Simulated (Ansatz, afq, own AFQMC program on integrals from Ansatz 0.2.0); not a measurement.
Two steps: Ansatz 0.2.0 writes the Fock matrix and Cholesky factors of the valence space, and afq projects on them the lowest state that overlaps trial and start.

```yaml
crystal:
  periodic: [false, false, false]
  atoms:
    - {symbol: Ti, position_ang: [-0.012673, -0.012705, -0.012688]}
    - {symbol: F, position_ang: [1.073151, 1.075842, 1.074391]}
    - {symbol: F, position_ang: [-1.019255, -1.014912, 0.991800]}
    - {symbol: F, position_ang: [-1.014942, 0.990428, -1.020557]}
    - {symbol: F, position_ang: [0.992976, -1.019349, -1.013667]}
basis:
  gaussian: {orbitals: def2-SVP}
magnetization: {spin_polarized: false}
correlation: {method: ccsd_t, electrons: outside_noble_gas, hamiltonian_folder: ham}
```

```sh
$ ansatz run in.yaml --threads 1 --pin off --events-out ev --progress --plain --max-ram 15360MiB --backend cuda --devices 0, --max-vram 18GiB
```

afq runs on the folder ham with

```
--method phaseless --trial cisd --walkers 4000 --populations 20 --least-time 60 --time-step 0.005 --steps-per-block 50 --equilibration-blocks 40 --max-blocks 4000 --target-error 0.00034 --factor-cut 1e-05 --seed 707 --release-times 0.24,0.48,0.8,1.2 --release-step 0.04 --release-every 5 --taylor-order 6
```

Times are imaginary, in 1/Eh. The walk had a cap of 358 s. With eight or more populations the least sampling time is a fifth of least-time, and the error comes from their spread.

afq prints:

```
orbitals 74  electrons 16 16  factors 617 of 854
reference energy -1245.96576098 Eh
CCSD correlation -0.88705432 Eh in 13 cycles, weight of the determinant in the CISD state 0.7928
energy of the start -1246.852791 Eh
 block  time / (1/Eh)  mean weight  energy / Eh
     1     0.250  0.9999  -1246.831692
     2     0.500  0.9998  -1246.854729
     3     0.750  0.9997  -1246.867917
     4     1.000  1.0003  -1246.875975
     5     1.250  1.0003  -1246.881455
     9     2.250  0.9999  -1246.888214
    25     6.250  0.9999  -1246.895704
    49    12.250  0.9988  -1246.892117
    73    18.250  1.0005  -1246.890319
    97    24.250  0.9999  -1246.880020
   121    30.250  0.9993  -1246.885993
   145    36.250  1.0005  -1246.887432
   169    42.250  0.9994  -1246.892067
   193    48.250  0.9998  -1246.890251
   217    54.250  0.9997  -1246.890949
   241    60.250  0.9997  -1246.886681
error from the spread of 20 populations
released: time / (1/Eh)  energy / Eh  error  mean overlap
  0.24  -1246.889788  0.000802  0.9951
  0.48  -1246.889405  0.000827  0.9887
  0.80  -1246.888094  0.000967  0.9817
  1.20  -1246.891031  0.002120  0.9720
energy -1246.889540 +/- 0.000386 Eh
(rows thinned)
```

The run passed its tests (sampling time, drift between the halves within three errors, error under three times the target), which doesn't prove that it has relaxed, ending at its cap on processor time.

Against this walk (error 10.5 meV) on the same determinant: CCSD(T) 129.1 meV higher. The error is statistical and leaves out the bias of the constraint. None of these is a sure reference here. The released energies are too noisy to show the bias of the constraint.

Cautions: constraint bias not in the error; error above the target (10.5 against 9.3 meV); no relativity below Rb; outer-core shells of the metal frozen; higher spins were not checked.

The walk took 6 min on 1 × NVIDIA H100 80GB HBM3 with 2 threads of AMD EPYC 7R13 Processor (Zen 3), on a shared host (the card was shared). The log's last line is the phaseless energy.

A walk keeps the symmetry of its determinant, which the program's search chose and which needn't be the lowest solution, so a lower state of the same spin and another symmetry isn't excluded.
